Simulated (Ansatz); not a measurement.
Geometry optimisation, Ansatz, RKS B3LYP-D4/6-31G*.

The input (input.yaml):

```yaml
crystal:
  periodic: [false, false, false]
  atoms:
    - { symbol: B, position_ang: [0.082501, 0.154509, -1.193271] }
    - { symbol: "N", position_ang: [0.90814, 0.063491, 1.42548] }
    - { symbol: H, position_ang: [0.965093, 0.904367, 1.998924] }
    - { symbol: H, position_ang: [1.235603, -0.713273, 1.999308] }
    - { symbol: H, position_ang: [1.596037, 0.183761, 0.658521] }
    - { symbol: C, position_ang: [-1.422828, -0.100748, -0.903209] }
    - { symbol: H, position_ang: [-1.549814, -1.065884, -0.39163] }
    - { symbol: H, position_ang: [-1.814487, 0.68002, -0.235053] }
    - { symbol: H, position_ang: [-2.011645, -0.106243, -1.83217] }
basis:
  gaussian: { orbitals: "6-31G*" }
hamiltonian:
  xc: b3lyp
  dispersion: d4
relax:
  f_tol: 0.03
  max_steps: 50
```

Launched with:

```bash
$ ansatz run input.yaml --threads 1 --pin off --max-ram 2048MiB --backend cpu --events-out ev --progress --plain --runs-dir out
```

Q: Where does it end, and by what steps?

A: The forces met the threshold. After 19 steps the energy has fallen by 0.237 eV; H4 moved furthest, 1.09 Å. Joined: B1–N2 (2.75 → 1.75 Å).

```json
{"step": "0", "energy less start (eV)": "0.0000", "largest force component (eV/Å)": "0.586", "accepted": "yes"}
{"step": "1", "energy less start (eV)": "0.0014", "largest force component (eV/Å)": "0.950", "accepted": "no"}
{"step": "2", "energy less start (eV)": "-0.0125", "largest force component (eV/Å)": "0.509", "accepted": "yes"}
{"step": "3", "energy less start (eV)": "-0.0250", "largest force component (eV/Å)": "0.587", "accepted": "yes"}
{"step": "4", "energy less start (eV)": "-0.0448", "largest force component (eV/Å)": "0.768", "accepted": "yes"}
{"step": "5", "energy less start (eV)": "-0.0837", "largest force component (eV/Å)": "0.941", "accepted": "yes"}
{"step": "6", "energy less start (eV)": "-0.1411", "largest force component (eV/Å)": "0.677", "accepted": "yes"}
{"step": "7", "energy less start (eV)": "-0.1705", "largest force component (eV/Å)": "0.631", "accepted": "yes"}
{"step": "8", "energy less start (eV)": "-0.1836", "largest force component (eV/Å)": "0.265", "accepted": "yes"}
{"step": "9", "energy less start (eV)": "-0.1922", "largest force component (eV/Å)": "0.111", "accepted": "yes"}
{"step": "10", "energy less start (eV)": "-0.2028", "largest force component (eV/Å)": "0.119", "accepted": "yes"}
{"step": "11", "energy less start (eV)": "-0.1969", "largest force component (eV/Å)": "0.939", "accepted": "no"}
{"step": "12", "energy less start (eV)": "-0.2180", "largest force component (eV/Å)": "0.082", "accepted": "yes"}
{"step": "13", "energy less start (eV)": "-0.2253", "largest force component (eV/Å)": "0.311", "accepted": "yes"}
{"step": "14", "energy less start (eV)": "-0.2336", "largest force component (eV/Å)": "0.094", "accepted": "yes"}
{"step": "15", "energy less start (eV)": "-0.2357", "largest force component (eV/Å)": "0.102", "accepted": "yes"}
{"step": "16", "energy less start (eV)": "-0.2364", "largest force component (eV/Å)": "0.135", "accepted": "yes"}
{"step": "17", "energy less start (eV)": "-0.2369", "largest force component (eV/Å)": "0.053", "accepted": "yes"}
{"step": "18", "energy less start (eV)": "-0.2370", "largest force component (eV/Å)": "0.042", "accepted": "yes"}
{"step": "19", "energy less start (eV)": "-0.2372", "largest force component (eV/Å)": "0.012", "accepted": "yes"}
```

```xyz
9
Properties=species:S:1:pos:R:3
B 0.203 0.566 -0.672
N 0.795 0.166 0.923
H 1.018 1.069 1.346
H 0.265 -0.408 1.616
H 1.697 -0.280 0.750
C -1.221 -0.147 -0.637
H -1.152 -1.215 -0.354
H -1.848 0.334 0.138
H -1.769 -0.085 -1.583
```

Whether the end is a true minimum wasn't checked by a vibrational analysis.

The run took 41 s on 1 thread of AMD EPYC 7R43 64-Core Processor (Zen 3) (shared host), peak memory 0.14 GiB.
